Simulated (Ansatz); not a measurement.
Born–Oppenheimer molecular dynamics of H4OSi2 (7 atoms, charge 0, multiplicity 1). It starts from a relaxed structure.

Method: RKS BLYP-D4/6-31G in Ansatz.

```yaml
ensemble: NVT, Langevin thermostat
time_step: 0.5 fs
steps_asked: 500
set_temperature: 400 K
friction: 0.001 /fs
seed: 424792
```

First frame:

```xyz
7
Properties=species:S:1:pos:R:3
Si -1.810 -1.554 -0.215
O -0.407 -0.799 0.476
Si 0.794 0.459 0.326
H -1.930 -0.608 -1.512
H 0.560 1.271 -0.932
H 0.698 1.353 1.538
H 2.156 -0.189 0.273
```

(1) How far do the bonds stretch over the last three quarters of this one trajectory? (Pairs bonded in most of those frames.)

Answers

(1) 
```csv
bond,mean (Å),spread (Å),shortest,longest
Si1–O2,1.738,0.039,1.66,1.81
Si1–H4,1.612,0.019,1.58,1.66
O2–Si3,1.753,0.049,1.68,1.85
Si3–H5,1.519,0.021,1.47,1.56
Si3–H6,1.517,0.049,1.44,1.59
Si3–H7,1.517,0.026,1.46,1.58
```

Mean temperature of the second half: 251 K. The mean temperature of the second half is 37 % below the set value. A run of 0.25 ps of so small a system gives no equilibrium averages. Limits of this set-up: no polarisation functions.

Run time: 14 min on 1 thread of Arm Neoverse N1 (shared host), peak memory 0.079 GiB.
